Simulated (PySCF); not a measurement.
H₃SSi (doublet state).
Numbering: `[SiH2:1][SH:2]` (hydrogens: H3, H4 on Si1; H5 on S2)

Cartesian coordinates in Å at the GFN2-xTB level; atoms count from 1:
```
atom  x, y, z in Å
Si1   -0.673    0.042   -0.551
S2     1.212   -0.663    0.207
H3    -0.849    1.440   -0.190
H4    -1.668   -0.872   -0.028
H5     1.987    0.056   -0.594
```

Computed, not measured: UKS B3LYP, pcH-1 on H S Si, non-relativistic, mean-field spin-orbit, GIAO in PySCF. The structure is a single GFN2-xTB conformer in the gas phase; no vibrational or solvent corrections. A GFN2-xTB geometry isn't a minimum of the functional, and hyperfine couplings can be far from their values at a DFT geometry, by a factor of two or more for some ions and for spin on atoms past the first row.

(1) Match the computed a_iso(1H) values +64.5, +19.3 MHz (means over equivalent nuclei) with the sites H3/H4; H5.

Results:

(1) 
```json
{"site": "H3/H4", "a_iso (MHz)": "+64.5", "ρ(0) (bohr⁻³)": "+0.0144", "position": "1 bond from Si1", "distance from Si1 (Å)": "1.45", "bound to": "Si1", "spin population there": "+0.86", "largest |T| (MHz)": "8.8"}
{"site": "H5", "a_iso (MHz)": "+19.3", "ρ(0) (bohr⁻³)": "+0.0043", "position": "2 bonds from Si1, on S2 of spin population +0.10", "distance from Si1 (Å)": "2.66", "bound to": "S2", "spin population there": "+0.10", "largest |T| (MHz)": "5.3"}
```

ρ(0) is the spin density at the nucleus and T the dipolar tensor; a_iso includes a spin–orbit part; entries for several nuclei are means. The Mulliken spin populations are largest on Si1 (+0.86) and S2 (+0.10). Si1 is the only atom above +0.15. The angles at Si1 add up to 330.8°, so it is pyramidal.

Means are taken over nuclei equivalent by connectivity, which assumes that they swap fast. The 1H value of +64.5 MHz is a mean of couplings from 32.2 to 96.7 MHz in this one geometry, not an average over conformers.
